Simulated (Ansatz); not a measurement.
C3H10NP, SMILES `CP(C)(C)=N`. Total charge 0; spin multiplicity 1.

Cartesian coordinates in Å:
```
C 0.685 -1.072 -1.064
P 0.342 0.248 0.141
C -1.082 1.101 -0.609
C -0.339 -0.605 1.572
N 1.537 1.116 0.633
H 1.048 -0.623 -1.992
H -0.201 -1.673 -1.286
H 1.471 -1.715 -0.664
H -0.757 1.598 -1.525
H -1.438 1.863 0.086
H -1.897 0.415 -0.849
H -1.187 -1.235 1.299
H -0.654 0.139 2.304
H 0.446 -1.217 2.019
H 2.027 1.660 -0.065
```

**Question.** List the harmonic frequencies (cm⁻¹, unscaled) at PBE0-D4/def2-TZVP in Ansatz. (Estimate.)

**Answer.** Ansatz gave: 147, 187, 205, 215, 244, 288, 329, 341, 350, 654, 708, 743, 764, 786, 842, 881, 934, 942, 952, 1168, 1301, 1307, 1323, 1434, 1444, 1446, 1450, 1454, 1468, 3051, 3053, 3067, 3139, 3143, 3152, 3152, 3161, 3164, 3613.

**Question.** Is this a minimum?

**Answer.** Yes, all 39 modes are real.

**Question.** Give the ideal-gas thermochemistry at 298.15 K and 1 bar (rigid rotor, harmonic oscillator; point group Cs, symmetry number 1).

**Answer.** Zero-point energy 335.0 kJ/mol; H(298) − E = 358.6 kJ/mol; entropy 351.4 J/(mol·K), of which translation 165.1, rotation 110.1, vibration 76.2; G(298) − E = 253.9 kJ/mol.
